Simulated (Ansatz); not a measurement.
Bi₂S₃ (Pnma, No. 62) was calculated with r²SCAN (PAW; Ansatz, a program for electronic structure).

Run with plane-wave cutoff 500 eV, 4×10×4 k mesh (along the axes of the cell as run), Fermi–Dirac smearing 0.05 eV, scalar-relativistic PAW data made under PBE.

Cell (relaxed at this level):

```
CELL_PARAMETERS angstrom
     11.64965     0.00000     0.00000
      0.00000     4.00001     0.00000
      0.00000     0.00000    11.18505
ATOMIC_POSITIONS crystal
  Bi 0.01930 0.25000 0.32641
  Bi 0.98070 0.75000 0.67359
  Bi 0.48070 0.75000 0.82641
  Bi 0.51930 0.25000 0.17359
  Bi 0.15549 0.75000 0.03303
  Bi 0.84451 0.25000 0.96697
  Bi 0.34451 0.25000 0.53303
  Bi 0.65549 0.75000 0.46697
  S  0.45222 0.75000 0.37183
  S  0.54778 0.25000 0.62817
  S  0.04778 0.25000 0.87183
  S  0.95222 0.75000 0.12817
  S  0.12138 0.75000 0.44345
  S  0.87862 0.25000 0.55655
  S  0.37862 0.25000 0.94345
  S  0.62138 0.75000 0.05655
  S  0.71009 0.25000 0.30903
  S  0.28991 0.75000 0.69097
  S  0.78991 0.75000 0.80903
  S  0.21009 0.25000 0.19097
```

Question: Give the computed band gap.

Answer: 
band gap: 1.72 eV (on the SCF k mesh)

Measured, for comparison: band gap 1.3 eV (temperature not stated, not corrected to a static lattice; as tabulated in Wikipedia's data pages).

Note: the relaxation could not lower the start's symmetry, so the cell can be a saddle point above a distorted one.

Spin–orbit coupling is not included; with these elements it can move the gap by several tenths of an eV or more.

Computed values are for the static lattice.

The result took roughly 30 core-minutes.
